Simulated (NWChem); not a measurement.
**triplet C3H5Cl at 3 levels**

Aim: a comparison of 3 runs (UB3LYP/6-31G*, UB3LYP/def2-SVP) of triplet C3H5Cl. 

The results are computed with NWChem 7.3.0.

2 further runs of the same task are left out: 2 set aside as unsound or not needed. Runs told in other sessions of the task aren't counted.

## (1) The system as given

The species is C3H5Cl (9 atoms), meant as a triplet with charge 0. As SMILES of the parent species, `C=C(C)Cl`. The coordinates come from a PBE0-D4/def2-TZVP relaxation. That shape belongs to the parent species and isn't relaxed for this state.

Bond lengths: C1–C2 1.323 Å, C2–C3 1.486 Å, C2–Cl4 1.739 Å, C1–H5 1.081 Å, C1–H6 1.083 Å, C3–H7 1.093 Å, C3–H8 1.093 Å, C3–H9 1.091 Å. Some angles: C1–C2–C3 126.4°, C1–C2–Cl4 119.8°, C3–C2–Cl4 113.8°, C2–C1–H5 122.1°, C2–C1–H6 119.5°, C2–C3–H7 110.6°, C2–C3–H8 110.6°, C2–C3–H9 110.3°, H5–C1–H6 118.4°, H7–C3–H8 107.3°.

## (2) The energy at UB3LYP/6-31G(d) (spherical functions) (run 1)

sp.nw

```
start sp
title "C3H5Cl"
memory 2200 mb

geometry units angstroms noautosym nocenter noautoz
   C    -0.231310    1.302260   -0.474160
   C    -0.190530   -0.019610   -0.427330
   C     0.323140   -0.847030    0.695450
   Cl   -0.777200   -0.951810   -1.773520
   H    -0.621600    1.834610   -1.330690
   H     0.135450    1.878140    0.367040
   H    -0.459760   -1.507750    1.076110
   H     1.148070   -1.480680    0.360190
   H     0.673750   -0.208140    1.506920
end

basis spherical bse
   * library 6-31G*
end

dft
   xc b3lyp
   mult 3
   grid xfine
   convergence energy 1e-08
   maxiter 100
   mulliken
   noprint "final vectors analysis"
end

task dft energy
```

Command:

```
$ nwchem sp.nw > sp.out
```

What it wrote:

```text
[...]
          Wavefunction type:  spin polarized.
          No. of atoms     :     9
          No. of electrons :    40
[...]
          Charge           :     0
          Spin multiplicity:     3
[...]
          AO basis - number of functions:    70
[...]
              XC Information
              --------------
                         B3LYP Method XC Potential
                     Hartree-Fock (Exact) Exchange  0.200
                        Slater Exchange Functional  0.800 local
                    Becke 1988 Exchange Functional  0.720 non-local
              Lee-Yang-Parr Correlation Functional  0.810
                  VWN I RPA Correlation Functional  0.190 local
[...]
 d= 0,ls=0.0,diis     1   -577.2913945717 -7.27D+02  7.29D-03  1.05D-01     8.7
[...]
 d= 0,ls=0.0,diis     8   -577.3414472871  2.81D-09  8.55D-06  7.12D-07    64.9
[...]
         Total DFT energy =     -577.341447287132
      One electron energy =    -1089.188997521964
           Coulomb energy =      408.563317140059
    Exchange-Corr. energy =      -46.488159177668
 Nuclear repulsion energy =      149.772392272441
[...]
      Total Density - Mulliken Population Analysis
     ---------------------------------------------
    Atom       Charge   Shell Charges
 -----------   ------   -------------------------------------------------------
    1 C    6     6.34   2.00  0.69  2.09  0.58  0.96  0.03
    2 C    6     6.01   2.00  0.69  2.04  0.47  0.77  0.05
    3 C    6     6.48   2.00  0.67  2.14  0.62  1.01  0.04
    4 Cl  17    17.00   2.00  2.00  5.97  1.42  3.59  0.52  1.47  0.04
    5 H    1     0.83   0.52  0.31
    6 H    1     0.84   0.52  0.32
    7 H    1     0.83   0.52  0.30
    8 H    1     0.83   0.52  0.30
    9 H    1     0.84   0.53  0.32
[...]
      <S2> =      2.0068 (Exact =     2.0000)
[...]
```

It took 66 s on 1 thread of Intel Xeon Platinum 8175M at 2.50GHz (Skylake/Cascade Lake), shared host; peak memory 0.14 GiB.

## (3) The energy at UB3LYP/6-31G(d) (Cartesian functions) (run 2)

c3h5cl.xyz

```xyz
9

C     -0.231310     1.302260    -0.474160
C     -0.190530    -0.019610    -0.427330
C      0.323140    -0.847030     0.695450
Cl    -0.777200    -0.951810    -1.773520
H     -0.621600     1.834610    -1.330690
H      0.135450     1.878140     0.367040
H     -0.459760    -1.507750     1.076110
H      1.148070    -1.480680     0.360190
H      0.673750    -0.208140     1.506920
```

run.py

```python
from ase.io import read
from ase.calculators.nwchem import NWChem

mol = read('c3h5cl.xyz')

calc = NWChem(
    label='c3h5cl',
    theory='dft',
    memory='2200 mb',
    basis='6-31G*',
    dft={'xc': 'b3lyp', 'mult': '3', 'grid': 'xfine', 'convergence': 'energy 1e-08', 'iterations': '100', 'mulliken': None},
    task='energy',
)
mol.calc = calc

print(f"energy = {mol.get_potential_energy():.6f} eV")
```

Command:

```
$ export ASE_NWCHEM_COMMAND="nwchem PREFIX.nwi > PREFIX.nwo"
$ python run.py
```

What it wrote:

```text
energy = -15710.416577 eV
```

The calculator wrote c3h5cl.nwi:

```
title "c3h5cl"

permanent_dir c3h5cl

scratch_dir c3h5cl

start c3h5cl

geometry units angstrom nocenter noautosym noautoz
  C  -2.3130999999999999e-01 1.3022600000000000e+00 -4.7416000000000003e-01
  C  -1.9053000000000000e-01 -1.9609999999999999e-02 -4.2732999999999999e-01
  C  3.2313999999999998e-01 -8.4702999999999995e-01 6.9545000000000001e-01
  Cl -7.7720000000000000e-01 -9.5181000000000004e-01 -1.7735200000000000e+00
  H  -6.2160000000000004e-01 1.8346100000000001e+00 -1.3306899999999999e+00
  H  1.3544999999999999e-01 1.8781399999999999e+00 3.6703999999999998e-01
  H  -4.5976000000000000e-01 -1.5077499999999999e+00 1.0761099999999999e+00
  H  1.1480699999999999e+00 -1.4806800000000000e+00 3.6019000000000001e-01
  H  6.7374999999999996e-01 -2.0813999999999999e-01 1.5069200000000000e+00
end

memory 2200 mb

basis noprint
   * library 6-31G*
end

dft
  xc b3lyp
  mult 3
  grid xfine
  convergence energy 1e-08
  iterations 100
  mulliken
end

task dft energy
```

c3h5cl.nwo:

```text
Northwest Computational Chemistry Package (NWChem) 7.3.0
             --------------------------------------------------------

           Job information
           ---------------

    nwchem branch   = 7.3.0
    use scalapack   = T
    input           = c3h5cl.nwi
    prefix          = c3h5cl.
    data base       = c3h5cl/c3h5cl.db
    status          = startup
    nproc           =        1

           Memory information
           ------------------

    heap     =     72089594 doubles =      550.0 Mbytes
    stack    =     72089599 doubles =      550.0 Mbytes
    global   =    144179200 doubles =     1100.0 Mbytes (distinct from heap & stack)
    total    =    288358393 doubles =     2200.0 Mbytes
    verify   = yes
    hardfail = no

           Directory information
           ---------------------

  0 permanent = c3h5cl
  0 scratch   = c3h5cl

                                NWChem Input Module
                                -------------------

                                      c3h5cl
                                      ------

[... 25 lines left out ...]
            Nuclear Dipole moment (a.u.)
[... 67 lines left out ...]
  convergence criterion.
[... 16 lines left out ...]
          Convergence on density requested:  1.00D-05
[... 23 lines left out ...]
          Spatial weights used:  Erf1
[... 3 lines left out ...]
          Convergence aids based upon iterative change in
[... 90 lines left out ...]
         Total DFT energy =     -577.347165017151
[... 1 line left out ...]
           Coulomb energy =      408.427401360655
[... 1 line left out ...]
 Nuclear repulsion energy =      149.772392272441
[... 525 lines left out ...]
                     DFT Final Beta Molecular Orbital Analysis
[... 594 lines left out ...]
   alpha     61     62     63     64     65     66     67     68     69     70
    beta     61     62     63     64     65     66     67     68     69     70
 overlap   0.967  0.995  0.986  0.989  0.991  0.995  0.993  0.989  0.997  0.997

   alpha     71     72     73     74
    beta     71     72     73     74
 overlap   0.994  0.993  0.999  0.998

     --------------------------
     Expectation value of S2:
     --------------------------
      <S2> =      2.0068 (Exact =     2.0000)

 center of mass
 --------------
 x =  -0.68319918 y =  -0.68460677 z =  -1.55377293

 moments of inertia (a.u.)
 ------------------
         489.111258219330         -25.031890233660        -115.778136533180
         -25.031890233660         324.003561507718         -63.408286052843
        -115.778136533180         -63.408286052843         278.848632655126

     Multipole analysis of the density
     ---------------------------------

     L   x y z        total         alpha         beta         nuclear
     -   - - -        -----         -----         ----         -------
     0   0 0 0     -0.000000    -21.000000    -19.000000     40.000000

     1   1 0 0      0.200819     12.760238     11.872262    -24.431681
[... 8 lines of this table left out ...]
     2   0 0 2    -24.048976   -129.287641   -124.316106    229.554770

 Task  times  cpu:       61.3s     wall:       61.3s
 Total times  cpu:       61.4s     wall:       61.4s
```

Run time: 63 s. Hardware: 1 thread of Intel Xeon Platinum 8175M at 2.50GHz (Skylake/Cascade Lake), shared host; peak memory 0.14 GiB.

## (4) The energy at UB3LYP/def2-SVP (run 3)

run.py

```python
from ase import Atoms
from ase.calculators.nwchem import NWChem

atoms = Atoms(['C', 'C', 'C', 'Cl', 'H', 'H', 'H', 'H', 'H'], positions=[
    [-0.231310, 1.302260, -0.474160],
    [-0.190530, -0.019610, -0.427330],
    [0.323140, -0.847030, 0.695450],
    [-0.777200, -0.951810, -1.773520],
    [-0.621600, 1.834610, -1.330690],
    [0.135450, 1.878140, 0.367040],
    [-0.459760, -1.507750, 1.076110],
    [1.148070, -1.480680, 0.360190],
    [0.673750, -0.208140, 1.506920],
])

calc = NWChem(
    label='c3h5cl',
    theory='dft',
    memory='2200 mb',
    basis='def2-SVP',
    basispar='spherical bse',
    dft={'xc': 'b3lyp', 'mult': '3', 'grid': 'xfine', 'convergence': 'energy 1e-08', 'iterations': '100', 'mulliken': None},
    task='energy',
)
atoms.calc = calc

print(f"energy = {atoms.get_potential_energy():.6f} eV")
```

Command:

```
$ export ASE_NWCHEM_COMMAND="nwchem PREFIX.nwi > PREFIX.nwo"
$ python run.py
```

What it wrote:

```text
energy = -15704.612668 eV
```

The calculator wrote c3h5cl.nwi:

```
title "c3h5cl"

permanent_dir c3h5cl

scratch_dir c3h5cl

start c3h5cl

geometry units angstrom nocenter noautosym noautoz
  C  -2.3130999999999999e-01 1.3022600000000000e+00 -4.7416000000000003e-01
  C  -1.9053000000000000e-01 -1.9609999999999999e-02 -4.2732999999999999e-01
  C  3.2313999999999998e-01 -8.4702999999999995e-01 6.9545000000000001e-01
  Cl -7.7720000000000000e-01 -9.5181000000000004e-01 -1.7735200000000000e+00
  H  -6.2160000000000004e-01 1.8346100000000001e+00 -1.3306899999999999e+00
  H  1.3544999999999999e-01 1.8781399999999999e+00 3.6703999999999998e-01
  H  -4.5976000000000000e-01 -1.5077499999999999e+00 1.0761099999999999e+00
  H  1.1480699999999999e+00 -1.4806800000000000e+00 3.6019000000000001e-01
  H  6.7374999999999996e-01 -2.0813999999999999e-01 1.5069200000000000e+00
end

memory 2200 mb

basis spherical bse noprint
   * library def2-SVP
end

dft
  xc b3lyp
  mult 3
  grid xfine
  convergence energy 1e-08
  iterations 100
  mulliken
end

task dft energy
```

c3h5cl.nwo:

```text
Northwest Computational Chemistry Package (NWChem) 7.3.0
             --------------------------------------------------------

           Job information
           ---------------

    nwchem branch   = 7.3.0
    use scalapack   = T
    input           = c3h5cl.nwi
    prefix          = c3h5cl.
    data base       = c3h5cl/c3h5cl.db
    status          = startup
    nproc           =        1

           Memory information
           ------------------

    heap     =     72089600 doubles =      550.0 Mbytes
    stack    =     72089597 doubles =      550.0 Mbytes
    global   =    144179200 doubles =     1100.0 Mbytes (distinct from heap & stack)
    total    =    288358397 doubles =     2200.0 Mbytes
    verify   = yes
    hardfail = no

           Directory information
           ---------------------

  0 permanent = c3h5cl
  0 scratch   = c3h5cl

                                NWChem Input Module
                                -------------------

                                      c3h5cl
                                      ------

[... 25 lines left out ...]
            Nuclear Dipole moment (a.u.)
[... 67 lines left out ...]
  convergence criterion.
[... 16 lines left out ...]
          Convergence on density requested:  1.00D-05
[... 23 lines left out ...]
          Spatial weights used:  Erf1
[... 3 lines left out ...]
          Convergence aids based upon iterative change in
[... 89 lines left out ...]
         Total DFT energy =     -577.133875267379
[... 1 line left out ...]
           Coulomb energy =      408.373342814368
[... 1 line left out ...]
 Nuclear repulsion energy =      149.772392272441
[... 606 lines left out ...]
                     DFT Final Beta Molecular Orbital Analysis
[... 679 lines left out ...]
   alpha     71     72     73     74     75     76     77     78     79     80
    beta     71     72     74     73     75     76     77     78     79     80
 overlap   0.997  0.994  0.990  0.999  0.993  0.988  0.999  0.998  0.994  0.992

   alpha     81     82     83     84     85
    beta     81     82     83     84     85
 overlap   0.989  0.997  1.000  0.999  1.000

     --------------------------
     Expectation value of S2:
     --------------------------
      <S2> =      2.0067 (Exact =     2.0000)

 center of mass
 --------------
 x =  -0.68319918 y =  -0.68460677 z =  -1.55377293

 moments of inertia (a.u.)
 ------------------
         489.111258219330         -25.031890233660        -115.778136533180
         -25.031890233660         324.003561507718         -63.408286052843
        -115.778136533180         -63.408286052843         278.848632655126

     Multipole analysis of the density
     ---------------------------------

     L   x y z        total         alpha         beta         nuclear
     -   - - -        -----         -----         ----         -------
     0   0 0 0     -0.000000    -21.000000    -19.000000     40.000000

     1   1 0 0      0.154608     12.744058     11.842232    -24.431681
[... 8 lines of this table left out ...]
     2   0 0 2    -23.787683   -129.324731   -124.017722    229.554770

 Task  times  cpu:       85.3s     wall:       85.3s
 Total times  cpu:       85.3s     wall:       85.3s
```

Run time: 87 s. Hardware: 1 thread of Intel Xeon Platinum 8175M at 2.50GHz (Skylake/Cascade Lake), shared host; peak memory 0.14 GiB.

## (5) The series

```tsv
run	level	Cartesian functions	energy (Eh)	dipole moment (D)	⟨S²⟩	wall time
1	UB3LYP/6-31G* (spherical functions)	no	-577.341447	1.35	2.007	66 s
2	UB3LYP/6-31G* (Cartesian functions)	yes	-577.347165	1.36	2.007	63 s
3	UB3LYP/def2-SVP	no	-577.133875	1.01	2.007	87 s
```

## (6) Outcome

| quantity | value |
| --- | --- |
| run 3: total energy | -577.13388 Eh |
| run 3: dipole moment | 1.01 D |
| run 3: HOMO energy (highest over α and β) | -2.73 eV |
| run 3: ⟨S²⟩ | 2.007 |

What this shows: The dipole moment (its size) runs from 1.01 D (UB3LYP/def2-SVP) to 1.36 D (UB3LYP/6-31G*). All runs together took 3.6 min, the longest 87 s.
